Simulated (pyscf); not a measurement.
Optimised with ωB97X-D3(BJ)/def2-SVP in PySCF.

Problem. Estimate by transition-state theory the rate constant of silanol (HO–SiH₃) + silylamine (H₂N–SiH₃) → H₃Si–NH–SiH₃ + water (H₂O) (singlet surface; O–Si, H–N broken, N–Si, H–O formed) at 600 K, with ωB97M-D3(BJ)/def2-TZVP energies (ideal gas, 1 atm, RRHO with modes under 100 cm⁻¹ raised to 100, one conformer, R ln 2 for chiral ones without a mode under 150 cm⁻¹; no tunnelling).

Solution. The electronic barrier is 30.8 kcal/mol and the thermal terms add +24.1, so ΔG‡ = 54.8 kcal/mol. With k_BT/h = 1.25e+13 s⁻¹ and RT = 1.192 kcal/mol, and a volume of 8.18e-20 cm³ per molecule at 1 atm, k = 1.1e-26 cm³ molecule⁻¹ s⁻¹. Wigner's tunnelling factor for 1056i cm⁻¹ would be 1.27. A shift of 1 kcal/mol in the barrier changes k by a factor 2.3. On the reactant side the descent ends in a complex (not fully relaxed), 4.4 kcal/mol under the separated species and 33.6 kcal/mol under the saddle at ωB97X-D3(BJ)/def2-TZVP. On the product side the descent ends in a complex, 4.2 kcal/mol under the separated species and 27.0 kcal/mol under the saddle at ωB97X-D3(BJ)/def2-TZVP. One saddle was located; it need not be the lowest between these sides.
